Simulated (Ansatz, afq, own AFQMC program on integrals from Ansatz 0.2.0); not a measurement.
**Sn, triplet in def2-TZVPP, levels against full CI**

A free Sn atom.

Basis def2-TZVPP with its core potentials. Only valence electrons are correlated. Ansatz 0.2.0 and our own AFQMC program on the same integrals; the CISD trial comes from CCSD amplitudes, and released means the phaseless constraint is let go. Free AFQMC starts from the CCSD state and is never constrained. Its projection time is finite, and what remains of the start isn't in its error. Error bars are statistical, one sigma. No spin–orbit coupling.

Determinant: UHF, the one that the program's search chose, which needn't be the lowest solution.

Full CI on the same integrals is exact in this basis and with this determinant's frozen core.

Cautions: no spin-orbit coupling; inner d shell frozen.

The T1 diagnostic is 0.0091. The weight of the determinant in the CISD state is 0.946. The ⟨S²⟩ of the determinant is 2.012 and the size of the correlated space is 4 electrons in 41 orbitals.

| level | correlation energy (eV) |
| --- | --- |
| MP2 | -1.1702 |
| CCSD | -1.5228 |
| CCSD(T) | -1.5646 |

Problem. Estimate where phaseless AFQMC with a CISD trial lies against CCSD(T) on the same integrals.

Solution. 0.21 ± 0.02 kcal/mol below CCSD(T).

Reference: full CI, correlation energy -1.578 eV. The released energy is read at 1.50 1/Eh (meV from the phaseless value at times in 1/Eh: -0.3 ± 1.0 at 0.24, -1.8 ± 0.6 at 0.50, -2.7 ± 0.7 at 1.00, -2.0 ± 1.5 at 1.50).

```
         level  E − E(reference) (kcal/mol)  share of correlation (%)
       CCSD(T)                         0.30                     99.17
         CCSDT                         0.02                     99.93
      CCSDT(Q)                         0.00                     99.99
   ph-AFQMC/HF                  0.87 ± 0.22                     97.60
 ph-AFQMC/CISD                  0.10 ± 0.02                     99.73
released AFQMC                  0.05 ± 0.03                     99.86
    free AFQMC                -0.01 ± 0.009                    100.02
```

CCSDT and higher add their correlation energy to the determinant of the CCSD(T) run, since their own runs factorise the integrals more tightly (a shift of under 2 meV). Free projections are given only where their last times agree within the noise and don't stop above the reference; a slow remainder of the start can still hide under it. A walk keeps the symmetry of its determinant, which the program's search chose and which needn't be the lowest solution, so a lower state of the same spin and another symmetry isn't excluded. Released energies are given only where the last usable release times agree within the noise; a slower fall can still hide under it.
